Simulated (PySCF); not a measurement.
**A series of derivatives of N#Cc1ccccc1**

Parent skeleton `[N:1]#[C:2][c:3]1[cH:4][cH:5][cH:6][cH:7][cH:8]1`; one hydrogen on atom 5 is replaced by X. Hydrogens on one atom are averaged.

PySCF 2.14.0 with density-fitted response routines calculation with GFN2-xTB structure and NMR shieldings at PBE0/pcSseg-1/GIAO; no solvent model, one conformer, non-relativistic Hamiltonian.

Scale: $^{15}$N against NH3; $^{13}$C, $^{1}$H against TMS (reference shieldings calculated alike).

Parent (X = H): N1 316.5, C2 124.5, C3 117.8, C4 140.0, C5 134.5, C6 137.7, C7 134.5, C8 140.0, H(C4) 8.00 ppm. Effects are Δδ = δ(X) − δ(H), positive for deshielding.

Four derivatives gave (Δδ, ppm):
```json
{"compound": "1", "N1": "+0.7", "C2": "-0.5", "C3": "+0.8", "C4": "-3.3", "C5": "+10.7", "C6": "-4.1", "C7": "+0.4", "C8": "-5.4", "H(C4)": "-0.43"}
{"compound": "2", "N1": "-0.5", "C2": "-0.4", "C3": "+0.5", "C4": "-16.1", "C5": "+28.1", "C6": "-7.4", "C7": "+1.9", "C8": "-7.7", "H(C4)": "-0.89"}
{"compound": "3", "N1": "-0.4", "C2": "-0.1", "C3": "+0.6", "C4": "-5.7", "C5": "+23.4", "C6": "-13.7", "C7": "+1.2", "C8": "-4.0", "H(C4)": "-0.26"}
{"compound": "4", "N1": "+2.5", "C2": "-1.0", "C3": "+1.4", "C4": "+0.2", "C5": "+12.9", "C6": "+1.2", "C7": "+1.2", "C8": "-2.5", "H(C4)": "-0.08"}
```

Task: Their substituents are Cl, N=CH2, OSiH3, SH. Which is which?

Result: 1: X = SH (N#Cc1cccc(S)c1); 2: X = OSiH3 (N#Cc1cccc(O[SiH3])c1); 3: X = N=CH2 (C=Nc1cccc(C#N)c1); 4: X = Cl (N#Cc1cccc(Cl)c1).

Experimental scales use liquid or dissolved standards, which lie at an offset from isolated NH3 (liquid NH3: subtract about 20 ppm). Unscaled 15N shifts of sp2 nitrogen often come out too high even then, by a few to some tens of ppm.
